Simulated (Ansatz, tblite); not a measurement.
Removing an electron: Na₃⁻ (the lowest singlet isomer of a short search). Charge -1, multiplicity 1. Geometry: PBE0/def2-TZVPD. Ansatz, gas phase; energy differences of separate SCF runs; the oxidised species was run as a doublet alone.

Cartesian coordinates in Å:
```
Na 0.000 0.000 0.001
Na -3.369 0.461 -0.483
Na 3.369 -0.460 0.481
```

The xTB rows come from tblite. Correlated methods freeze 3 core orbitals; core or outer-core shells of Na are correlated, in sets that lack core-valence functions. The structure comes from a short search, and lower isomers may exist.

```tsv
level	−HOMO (eV)	vertical IE (eV)	−LUMO (eV)	HOMO–LUMO gap (eV)	remarks
GFN2-xTB	0.58	2.18	-1.29	1.87	–
PBE/def2-TZVPD	-0.26	1.09	-1.08	0.82	HOMO above zero (-1 singlet)
PBE0/def2-TZVPD	0.14	1.06	-1.40	1.53	–
CCSD/def2-TZVPPD	–	1.13	–	–	restricted SCF unstable (-1 singlet), spin-contaminated (⟨S²⟩ 1.09) (doublet)
CCSD(T)/def2-TZVPPD	–	1.17	–	–	restricted SCF unstable (-1 singlet), spin-contaminated (⟨S²⟩ 1.09) (doublet)
```

Run but left out: HF/def2-TZVPPD, r2SCAN/def2-TZVPD (singlet: restricted singlet, unstable towards broken spin symmetry); MP2/def2-TZVPPD (neutral doublet: ⟨S²⟩ 1.09, where a pure state has 0.75).  A HOMO above zero means that the electron is unbound at that level or that self-interaction error raises the level; the energy of removing that electron tells which. Raw xTB energy differences between charge states are shifted by several eV; the methods need an empirical correction for them.
